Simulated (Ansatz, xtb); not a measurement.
# Relative energy of two structures of C2H4O+

Structure a is a doublet given by its coordinates and structure b is the doublet with the links of `[CH2+][CH]O`. Both are isolated ions in the gas phase, relaxed with B3LYP-D3(BJ)/def2-SVP; the shapes shown needn't be the lowest conformers.

a (Å):

```yaml
atoms:
  - { symbol: C, position_ang: [-1.4086, -0.5327, 1.6689] }
  - { symbol: C, position_ang: [-0.3094, -0.5146, 0.6379] }
  - { symbol: O, position_ang: [0.3618, 0.4382, 0.3544] }
  - { symbol: H, position_ang: [-1.1338, -1.3224, 2.3933] }
  - { symbol: H, position_ang: [-1.5239, 0.4511, 2.1404] }
  - { symbol: H, position_ang: [-2.3212, -0.8584, 1.1351] }
  - { symbol: H, position_ang: [-0.0763, -1.4632, 0.0691] }
```

Close contacts (Å): C1–C2 1.51, C2–O3 1.20, C1–H4 1.11, C1–H5 1.10, C1–H6 1.11, C2–H7 1.13.

b (Å):

```csv
atom,x (Å),y (Å),z (Å)
C,-1.3345,-1.3164,1.8203
C,-0.8118,-0.1640,1.1972
O,-0.4050,-0.2565,-0.0184
H,-1.6873,-1.2634,2.8545
H,-1.3852,-2.2607,1.2663
H,-0.7450,0.8009,1.7212
H,-0.0524,0.5765,-0.3978
```

Energies in hartree; the thermal terms are from B3LYP-D3(BJ)/def2-SVP harmonic frequencies (ideal gas, rigid rotor, one conformer each, 400 K, 1 atm) and include the zero-point energy:

```
                               a           b
E, CCSD(T)/def2-TZVP  −153.206523  −153.228477
   zero-point energy     0.052665     0.056137
        H(400 K) − E     0.060234     0.063156
        G(400 K) − E     0.016026     0.020530
```

**Question.** Work out ΔE, ΔE₀, ΔH and ΔG for a → b in kJ/mol (1 Eh = 2625.50 kJ/mol) and the equilibrium ratio [b]/[a].

**Answer.** 1. ΔE = −153.228477 − (−153.206523) = −0.021954 Eh = −57.64 kJ/mol.
2. ΔE₀ = ΔE + ΔZPE = −0.021954 + (+0.003472) Eh = −48.52 kJ/mol.
3. ΔH = ΔE + (+0.002922) Eh = −49.97 kJ/mol.
4. ΔG = ΔE + (+0.004504) Eh = −45.81 kJ/mol, so ΔS = (ΔH − ΔG)/T = −10.4 J/(mol K).
5. kT = 1.2667 mEh, so K = [b]/[a] = exp(−ΔG/kT) = exp(+13.78) ≈ 9.6 × 10^5.

Structure b is favoured at this temperature. An error of 4 kJ/mol in ΔG would change K by a factor of 3.3. Mirror images and further conformers aren't counted.

Other levels gave ΔE = −25.0 (GFN2-xTB); −48.2 (HF/STO-3G, GFN2-xTB geometries); −74.4 (r2SCAN-D4/def2-SVP, GFN2-xTB geometries); −63.3 (B3LYP-D3(BJ)/def2-SVP); −49.7 (HF/def2-TZVP); −92.9 (MP2/def2-TZVP) kJ/mol. Open shells are spin-unrestricted. The correlated steps freeze 3 core orbitals. Programs: Ansatz 0.2.0, xtb 6.7.1.
